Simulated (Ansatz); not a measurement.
**How far each method lies from UCCSDT(Q) for HGe–O–Si, quartet**

Geometry: displaced at random from a stationary point.

| atom | x (Å) | y (Å) | z (Å) |
| --- | --- | --- | --- |
| Ge | -0.0107 | -0.0031 | 1.0358 |
| O | -0.0115 | -0.3838 | -0.7150 |
| Si | 0.0365 | 0.1730 | -2.3214 |
| H | -0.0663 | 1.4954 | 1.3871 |

Basis cc-pVDZ; Ansatz 0.2.0. Only valence electrons are correlated (noble-gas cores and the filled d shells of p-block atoms frozen), which leaves 15 electrons in 44 orbitals. R marks a restricted (for open shells ROHF) determinant, U an unrestricted one. No spin–orbit coupling is included, and no scalar relativity.

Full CI isn't at hand for all of this; UCCSDT(Q) serves as the reference, and is uncertain by the last step of the cluster series or more. The frozen core follows each run's orbitals, which can shift R against U totals by a few meV for light atoms and by up to 0.1 eV past Ca.

The UHF ⟨S²⟩ is 3.775. The T1 diagnostic (RCCSD) is 0.0312. The largest doubles amplitude (RCCSD) is 0.080. The T1 diagnostic (UCCSD) is 0.0280.

```json
{"level": "UHF", "E − E(UCCSDT(Q)) (mEh)": "345.96", "wall time": "–"}
{"level": "UMP2", "E − E(UCCSDT(Q)) (mEh)": "40.57", "wall time": "–"}
{"level": "UCCSD", "E − E(UCCSDT(Q)) (mEh)": "13.14", "wall time": "–"}
{"level": "UCCSD(T)", "E − E(UCCSDT(Q)) (mEh)": "2.44", "wall time": "28 s"}
{"level": "UCCSDT", "E − E(UCCSDT(Q)) (mEh)": "1.25", "wall time": "–"}
```

Run but not shown, since their state, orbitals or frozen core can't be matched to the reference's or they repeat it: RHF, RMP2, RCCSD, RCCSD(T), BCCD(T), RCCSDT, RCCSDT(Q).

Times hold each run's SCF and search for its determinant on a shared host, so for small cases they say little of a method's own cost; they ran on 1 thread of AMD EPYC 7R43.
